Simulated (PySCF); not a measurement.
Structure with atom numbers: `[CH3:1][CH2:2][C:3]#[N:4]` (H(Xn): hydrogen on atom n).

GIAO shifts from PySCF on PBE0-D3(BJ)/def2-TZVP geometries (one conformer, non-relativistic, equivalent nuclei averaged), against TMS at the same level and in the same medium; PCM means IEF-PCM chloroform.

Measured (solution, not stated per compound (mostly CDCl3 or CCl4); Pretsch, Buehlmann, Badertscher, Structure Determination of Organic Compounds, 4th ed. (2009)): C2 10.8, C1 10.6, H(C2) 2.35, H(C1) 1.31 ppm.

Q: Which unscaled values do B97-2/pcSseg-2, gas; WP04/pcSseg-2, PCM; wB97X-D/pcSseg-2, PCM give, and how close are they?

A: 
| atoms | measured | B97-2/pcSseg-2, gas | WP04/pcSseg-2, PCM | wB97X-D/pcSseg-2, PCM |
| --- | --- | --- | --- | --- |
| C2 | 10.8 | 13.7 | 16.7 | 13.5 |
| C1 | 10.6 | 13.8 | 15.5 | 13.3 |
| H(C2) | 2.35 | 2.18 | 2.44 | 2.38 |
| H(C1) | 1.31 | 1.20 | 1.31 | 1.27 |

Mean absolute error for 13C: B97-2/pcSseg-2, gas 3.0, WP04/pcSseg-2, PCM 5.4, wB97X-D/pcSseg-2, PCM 2.7 ppm.

Mean absolute error for 1H: B97-2/pcSseg-2, gas 0.14, WP04/pcSseg-2, PCM 0.04, wB97X-D/pcSseg-2, PCM 0.03 ppm.
